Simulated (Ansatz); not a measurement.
# HF (singlet): the correlation ladder, cc-pVQZ

One table from this session's results is given with a row withheld; the runs are named, their logs left out.

Method: cc-pVQZ, core rule «outside noble gas», up to 1 orbitals frozen; program: Ansatz 0.2.0, Gaussian basis.

To be run: UHF; CCSD(T) on RHF; CCSDT(Q) on RHF.

## What is computed

The geometry is an MP2(full)/6-31G* stationary point (not a proven minimum).

2 atoms, charge 0, spin multiplicity 1.

Atoms are counted from 1 here; the program's logs count them from 0.

Bond lengths: F1–H2 0.934 Å.

Coordinates:

| atom | x (Å) | y (Å) | z (Å) |
| --- | --- | --- | --- |
| F1 | 0.0000 | 0.0000 | 0.0000 |
| H2 | 0.0000 | 0.0000 | 0.9339 |

Set-up of the first run:

The input, in.yaml:

```yaml
crystal:
  periodic: [false, false, false]
  atoms:
    - {symbol: F, position_ang: [0.000000, 0.000000, 0.000000]}
    - {symbol: H, position_ang: [0.000000, 0.000000, 0.933891]}
basis:
  gaussian: {orbitals: cc-pVQZ}
magnetization: {spin_polarized: true, initial_magnetization: 0}
hamiltonian: {xc: hf}
output: {orbitals: {seedname: orbitals}}
```

Started as:

```
ansatz run in.yaml --threads 1 --pin off --events-out ev --progress --plain --max-ram 3956MiB --backend cpu
```

Among the steps run: UHF; CCSD(T) on RHF; CCSDT(Q) on RHF.

One of the session's tables, all rows but one given; the rest of the session is left out.

It belongs to the step «Misses and costs». 

```
   method  from RCCSDT(Q) (kcal/mol)
      RHF                    +192.37
     RMP2                          ?
    RCCSD                      +5.15
 RCCSD(T)                      +0.17
   RCCSDT                      +0.18
RCCSDT(Q)                          0
```

Q: Estimate the row for RMP2 from the others.

The run gave: from RCCSDT(Q) (kcal/mol): +5.16. In the column «from RCCSDT(Q) (kcal/mol)» it lies between RCCSD (+5.15) and RHF (+192.37).

With the free atoms at the same levels and basis (separate runs), the atomisation energy is 6.058 eV at RCCSDT(Q), 6.058 eV at RCCSD(T), 4.159 eV at RHF.
